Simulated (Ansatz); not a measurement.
`OC(=S)S` and `OC(O)=S` differ in one atom or group.

Ansatz, PBE0-D4/def2-TZVP geometries, multiplicity 1. Each molecule was computed in one conformer, which needn't be the lowest.

```csv
property,`OC(=S)S`
HOMO energy (ωB97M-V/def2-TZVPP) / eV,-9.20
LUMO energy (PBE0/def2-TZVPP) / eV,-1.60
HOMO–LUMO gap (PBE/def2-TZVPP) / eV,3.36
size of the dipole moment (B3LYP/def2-TZVPP) / D,2.37
HOMO–LUMO gap (ωB97M-V/def2-TZVPP) / eV,9.74
HOMO energy (PBE/def2-TZVPP) / eV,-5.81
```

(1) What does the change do to each property? (Best estimate.)

Answers

(1) Computed: 
```
                                        property  `OC(O)=S`  shift
           HOMO energy (ωB97M-V/def2-TZVPP) / eV      -9.09   0.11
              LUMO energy (PBE0/def2-TZVPP) / eV      -0.88   0.72
             HOMO–LUMO gap (PBE/def2-TZVPP) / eV       3.82   0.46
size of the dipole moment (B3LYP/def2-TZVPP) / D       3.24   0.87
         HOMO–LUMO gap (ωB97M-V/def2-TZVPP) / eV      10.46   0.72
               HOMO energy (PBE/def2-TZVPP) / eV      -5.63   0.18
```

With PBE0 the HOMO rises by 0.14 eV and the LUMO rises by 0.72 eV, so the gap widens by about 0.58 eV. PBE moves the HOMO by 0.18 eV and ωB97M-V by 0.11 eV. Dipoles are sizes alone; their direction can turn.

B3LYP here is the variant with VWN-RPA as its local correlation; programs differ in this.
